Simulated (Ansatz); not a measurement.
# AlS radical: small, medium and large basis sets

An exercise on one series of results from a longer session: the logs are not shown, and one member is left open.

The runs use Ansatz 0.2.0, Gaussian basis; one geometry, several basis sets.

Plan: PBE0-D4/def2-SVP; ωB97M-V/def2-SVP; PBE0-D4/def2-QZVPP; ωB97M-V/def2-QZVPP; CCSD(T)/cc-pV(D+d)Z; CCSD(T)/cc-pV(T+d)Z; CCSD(T)/cc-pV(Q+d)Z; the functionals' def2-TZVPP values are taken from earlier runs.

### The geometry

All runs share one geometry, relaxed beforehand with PBE0-D4 in a triple-zeta def2 set.

SMILES `[Al]=[S]`, 2 atoms, charge 0, spin multiplicity 2.

Atoms are counted from 1 here; the program's logs count them from 0.

Bond lengths: Al1–S2 2.031 Å.

Coordinates:

```
Al   -0.86310    0.30927   -0.43711
S     0.86310   -0.30927    0.43711
```

Set-up of the first run:

in.yaml reads:

```yaml
crystal:
  periodic: [false, false, false]
  atoms:
    - {symbol: Al, position_ang: [-0.863101, 0.309267, -0.437115]}
    - {symbol: S, position_ang: [0.863101, -0.309267, 0.437115]}
basis:
  gaussian: {orbitals: def2-SVP}
magnetization: {spin_polarized: true, initial_magnetization: 1}
hamiltonian: {xc: pbe0, dispersion: d4}
output: {orbitals: {seedname: orbitals}}
```

On the command line:

```
ansatz run in.yaml --threads 2 --pin off --events-out ev --progress --plain --max-ram 32768MiB --backend cpu
```

Steps of the session up to this table: PBE0-D4 in def2-SVP; ωB97M-V in def2-SVP; PBE0-D4 in def2-QZVPP; ωB97M-V in def2-QZVPP.

One table of the session follows, with a row left open; its other results are not shown here.

It belongs to the step «Density functionals: the series». 

| functional | basis | HOMO (eV) | LUMO (eV) |
| --- | --- | --- | --- |
| PBE0-D4 | def2-SVP | -7.07 | -4.28 |
| PBE0-D4 | def2-TZVPP | ? | ? |
| PBE0-D4 | def2-QZVPP | -7.15 | -4.30 |
| ωB97M-V | def2-SVP | -8.99 | -2.65 |
| ωB97M-V | def2-TZVPP | -9.06 | -2.67 |
| ωB97M-V | def2-QZVPP | -9.12 | -2.73 |

**Question.** Estimate the row for PBE0-D4, def2-TZVPP.

The run gave: HOMO (eV): -7.13; LUMO (eV): -4.28. In the column «HOMO (eV)» it lies between PBE0-D4, def2-QZVPP (-7.15) and PBE0-D4, def2-SVP (-7.07).
